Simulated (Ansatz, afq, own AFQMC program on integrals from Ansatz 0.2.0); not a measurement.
## HCl$_{2}$, doublet: AFQMC among the cluster methods

```xyz
3

Cl    0.0000    0.0000   -1.5110
H     0.0000    0.0000   -0.0050
Cl    0.0000    0.0000    1.5160
```

Connectivity, by distances: Cl ··· Cl, 1 bridging H.

Basis cc-pVTZ. Noble-gas cores (and the filled d shells of Ga–Kr and In–Xe) are frozen. AFQMC by an in-house program on the Cholesky factors that Ansatz 0.2.0 writes for its CCSD(T) run. ph-AFQMC/CISD is guided by a CISD state made of CCSD amplitudes; releasing the constraint for a short imaginary time cuts its bias at the price of noise, slowly where states lie close. Error bars are statistical, one sigma.

Determinant: UHF, the one that the program's search chose, which needn't be the lowest solution. The geometry is a point of a scan.

No full CI on the walks' own integrals is used here; CCSDT(Q) serves as the reference and is uncertain by about the last step of the cluster series.

Cautions: unrestricted determinant slightly spin contaminated (⟨S²⟩ 0.81 against 0.75); the ph-AFQMC/CISD walk drifts between its halves (2.6 errors).

- T1 diagnostic: 0.0150
- weight of the determinant in the CISD state: 0.847
- ⟨S²⟩ of the determinant: 0.815
- size of the correlated space: 15 electrons in 72 orbitals

Reference: CCSDT(Q), correlation energy -11.960 eV. The released energy is read at 1.50 1/Eh (meV from the phaseless value at times in 1/Eh: -7 ± 5 at 0.24, -18 ± 7 at 0.51, -8 ± 7 at 0.99, -15 ± 6 at 1.50).

```json
{"level": "HF", "E − E(reference) (mEh)": "439.52", "share of correlation (%)": "0.00"}
{"level": "MP2", "E − E(reference) (mEh)": "61.13", "share of correlation (%)": "86.09"}
{"level": "CCSD", "E − E(reference) (mEh)": "18.66", "share of correlation (%)": "95.75"}
{"level": "CCSD(T)", "E − E(reference) (mEh)": "2.09", "share of correlation (%)": "99.52"}
{"level": "CCSDT", "E − E(reference) (mEh)": "0.79", "share of correlation (%)": "99.82"}
{"level": "ph-AFQMC/CISD", "E − E(reference) (mEh)": "0.92 ± 0.22", "share of correlation (%)": "99.79"}
{"level": "released AFQMC", "E − E(reference) (mEh)": "0.35 ± 0.21", "share of correlation (%)": "99.92"}
```

A walk keeps the symmetry of its determinant, which the program's search chose and which needn't be the lowest solution, so a lower state of the same spin and another symmetry isn't excluded. Released energies are given only where the last usable release times agree within the noise; a slower fall can still hide under it.
